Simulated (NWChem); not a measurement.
Program: NWChem. System: Li, charge 0, spin multiplicity 2. Its SCF solution wasn't tested for a lower state. Level: UB3LYP/6-31G* (spherical d), VWN1-RPA local correlation.

Output (cleaned and shortened):

```
             Northwest Computational Chemistry Package (NWChem) 7.3.0
             --------------------------------------------------------

                                NWChem Input Module
                                -------------------

 Scaling coordinates for geometry "geometry" by  1.889725989
 (inverse scale =  0.529177249)

                             Geometry "geometry" -> ""
                             -------------------------

 Output coordinates in angstroms (scale by  1.889725989 to convert to a.u.)

  No.       Tag          Charge          X              Y              Z
 ---- ---------------- ---------- -------------- -------------- --------------
    1 Li                   3.0000     0.00000000     0.00000000     0.00000000

 Effective nuclear repulsion energy (a.u.)       0.0000000000

            Nuclear Dipole moment (a.u.)
            ----------------------------
        X                 Y               Z
 ---------------- ---------------- ----------------
     0.0000000000     0.0000000000     0.0000000000

      Symmetry information
      --------------------

 Group name             D2h
 Group number             26
 Group order               8
 No. of unique centers     1

      Symmetry unique atoms

     1


 Summary of "ao basis" -> "" (spherical)
 ------------------------------------------------------------------------------
       Tag                 Description            Shells   Functions and Types
 ---------------- ------------------------------  ------  ---------------------
 *                           6-31g*                   on all atoms

                                 NWChem DFT Module
                                 -----------------

 Summary of "ao basis" -> "ao basis" (spherical)
 ------------------------------------------------------------------------------
       Tag                 Description            Shells   Functions and Types
 ---------------- ------------------------------  ------  ---------------------
 Li                          6-31g*                  6       14   3s2p1d

 Summary of "ao basis" -> "ao basis" (spherical)
 ------------------------------------------------------------------------------
       Tag                 Description            Shells   Functions and Types
 ---------------- ------------------------------  ------  ---------------------
 Li                          6-31g*                  6       14   3s2p1d

      Symmetry analysis of basis
[...]
                     au                0.0          0.0
                     b1g               0.0          0.0
                     b1u               0.0          0.0
                     b2g               0.0          0.0
                     b2u               0.0          0.0
                     b3g               0.0          0.0
                     b3u               0.0          0.0

                    DFT Final Alpha Molecular Orbital Analysis
                    ------------------------------------------

 Vector    1  Occ=1.000000D+00  E=-2.026362D+00  Symmetry=ag
              MO Center= -4.6D-34,  1.4D-36,  2.0D-36, r^2= 1.3D-01
   Bfn.  Coefficient  Atom+Function         Bfn.  Coefficient  Atom+Function
  ----- ------------  ---------------      ----- ------------  ---------------
     1      0.998073  1 Li s                  2      0.036476  1 Li s

 Vector    2  Occ=1.000000D+00  E=-1.331027D-01  Symmetry=ag
              MO Center=  1.2D-50,  1.9D-52,  2.6D-52, r^2= 4.5D+00
   Bfn.  Coefficient  Atom+Function         Bfn.  Coefficient  Atom+Function
  ----- ------------  ---------------      ----- ------------  ---------------
     6      0.613676  1 Li s                  2      0.425550  1 Li s
     1     -0.192018  1 Li s

 Vector    3  Occ=0.000000D+00  E=-2.512180D-02  Symmetry=b2u
              MO Center=  8.1D-34,  4.7D-34,  8.1D-34, r^2= 6.8D+00
   Bfn.  Coefficient  Atom+Function         Bfn.  Coefficient  Atom+Function
  ----- ------------  ---------------      ----- ------------  ---------------
     8      0.573804  1 Li py                 4      0.479218  1 Li py

 Vector    4  Occ=0.000000D+00  E=-2.512180D-02  Symmetry=b3u
              MO Center=  5.0D-34,  7.3D-34,  7.6D-34, r^2= 6.8D+00
   Bfn.  Coefficient  Atom+Function         Bfn.  Coefficient  Atom+Function
  ----- ------------  ---------------      ----- ------------  ---------------
     7      0.573804  1 Li px                 3      0.479218  1 Li px

 Vector    5  Occ=0.000000D+00  E=-2.512180D-02  Symmetry=b1u
              MO Center=  6.5D-34,  8.4D-34, -3.4D-34, r^2= 6.8D+00
   Bfn.  Coefficient  Atom+Function         Bfn.  Coefficient  Atom+Function
  ----- ------------  ---------------      ----- ------------  ---------------
     9      0.573804  1 Li pz                 5      0.479218  1 Li pz

                     DFT Final Beta Molecular Orbital Analysis
                     -----------------------------------------

 Vector    1  Occ=1.000000D+00  E=-2.018001D+00  Symmetry=ag
              MO Center=  1.1D-34,  1.1D-34,  5.0D-31, r^2= 1.3D-01
   Bfn.  Coefficient  Atom+Function         Bfn.  Coefficient  Atom+Function
  ----- ------------  ---------------      ----- ------------  ---------------
     1      0.997945  1 Li s                  2      0.038386  1 Li s

 Vector    2  Occ=0.000000D+00  E=-5.191376D-02  Symmetry=ag
              MO Center= -2.0D-30,  1.0D-29,  1.8D-21, r^2= 5.1D+00
   Bfn.  Coefficient  Atom+Function         Bfn.  Coefficient  Atom+Function
  ----- ------------  ---------------      ----- ------------  ---------------
     6      0.765039  1 Li s                  2      0.270183  1 Li s
     1     -0.197559  1 Li s

 Vector    3  Occ=0.000000D+00  E= 1.359524D-02  Symmetry=b1u
              MO Center=  4.7D-34,  4.7D-34, -1.5D-21, r^2= 7.8D+00
   Bfn.  Coefficient  Atom+Function         Bfn.  Coefficient  Atom+Function
  ----- ------------  ---------------      ----- ------------  ---------------
     9      0.735172  1 Li pz                 5      0.308797  1 Li pz

 Vector    4  Occ=0.000000D+00  E= 1.359524D-02  Symmetry=b2u
              MO Center=  1.6D-34, -1.1D-29,  1.6D-34, r^2= 7.8D+00
   Bfn.  Coefficient  Atom+Function         Bfn.  Coefficient  Atom+Function
  ----- ------------  ---------------      ----- ------------  ---------------
     8      0.735172  1 Li py                 4      0.308797  1 Li py

   alpha - beta orbital overlaps
   -----------------------------

   alpha      1      2      3      4      5      6      7      8      9     10
    beta      1      2      4      5      3      8      6      7      9     13
 overlap   1.000  0.998  0.995  0.995  0.995  0.995  0.995  0.995  0.998  1.000

   alpha     11     12     13     14
    beta     10     12     11     14
 overlap   1.000  1.000  1.000  1.000

     --------------------------
     Expectation value of S2:
     --------------------------
      <S2> =      0.7500 (Exact =     0.7500)

 Task  times  cpu:        0.1s     wall:        0.1s

 Total times  cpu:        0.1s     wall:        0.1s
```

Problem. Write an NWChem input that would produce this output.

Solution. Several could match; the one computed here: 
```
start mol
memory heap 200 mb stack 900 mb global 1100 mb
geometry units angstroms nocenter noautoz
  Li     0.000000     0.000000     0.000000
  symmetry group D2h
end
basis spherical
  * library 6-31g*
end
dft
  xc b3lyp
  odft
  mult 2
  semidirect memsize 60000000 filesize 0
  iterations 100
end
task dft energy
```
